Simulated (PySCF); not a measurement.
# Worked example: building the atomization energy of Cl$_{2}$, singlet

Measured: the G2/97 heats of formation, with zero-point and thermal terms from B3LYP taken off, give an electronic atomization energy of 57.9 kcal/mol (Curtiss et al., J. Chem. Phys. 106, 1063 (1997); Staroverov et al., J. Chem. Phys. 119, 12129 (2003)). The calculation below tries to reproduce it.

Geometry (MP2(full)/6-31G*, from the G2/97 set):

```tsv
atom	x (Å)	y (Å)	z (Å)
Cl	0.0000	0.0000	0.0000
Cl	0.0000	0.0000	2.0151
```

Atomization energies (atoms less molecule, kcal/mol) from PySCF 2.14.0, frozen cores, restricted molecule, unrestricted atoms (their steps beyond CCSDT from full CI of the atoms), sets cc-pV(D+d)Z, cc-pV(T+d)Z, cc-pV(Q+d)Z:

| level | DZ | TZ | QZ |
| --- | --- | --- | --- |
| HF | 13.61 | 18.44 | 18.75 |
| CCSD(T) | 43.45 | 53.25 | 56.67 |
| CCSDT | 43.47 | – | – |
| CCSDT(Q) | 43.72 | – | – |

**Question.** Extrapolate Hartree–Fock with exp(−5.46 √X) and the CCSD(T) correlation part with X⁻³ (X = 3, 4), add each higher step from the largest set that has it, and compare with the measured value.

**Answer.** Hartree–Fock: 18.75 + (18.75 − 18.44) × 0.301 = 18.84.
Correlation: TZ 34.81, QZ 37.92; (64 × 37.92 − 27 × 34.81) / 37 = 40.19.
Full triples (DZ): 43.47 − 43.45 = 0.02.
(Q) (DZ): 43.72 − 43.47 = 0.25.
Sum: 59.3 kcal/mol, 1.4 above the measured 57.9.

The steps beyond CCSD(T) add 0.27 kcal/mol, while going from QZ to the limit adds 2.36. Core correlation, scalar relativity, spin–orbit terms and the relaxation from this MP2 geometry are missing from the sum, and the measured value has its own uncertainty.
